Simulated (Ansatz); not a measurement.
Input for Ansatz (development build ahead of 0.2.0):

```yaml
crystal:
  periodic: [false, false, false]
  atoms:
    - { symbol: F, position_ang: [0.0, 0.0, 0.0] }
    - { symbol: F, position_ang: [0.0, 0.0, 1.51] }
basis:
  gaussian: { orbitals: def2-SVP }
total_charge: 1
magnetization:
  initial_magnetization: 1
hamiltonian:
  xc: hf
correlation:
  method: mp2
  frozen_orbitals: { F: 1 }
output:
  forces: true
```

The input is written out in the form of the current development build from the run's settings. Correlation on restricted open-shell orbitals is semicanonical, with singles.

Results

```
Converged                       : yes
Reference energy                : -197.93184 hartree
Correlation energy              : -0.33143 hartree
Total energy                    : -198.26327 hartree
Spin squared of the determinant : 0.750
Stability test                  : minimum among restricted orbitals
```

Forces (eV/Å):
```
atom     Fx     Fy      Fz
  F1  0.000  0.000   3.677
  F2  0.000  0.000  -3.677
```

Caution: bonds are stretched, where a single reference can fail; an unrestricted determinant lies well below; the charge can sit on one fragment and break the point group.
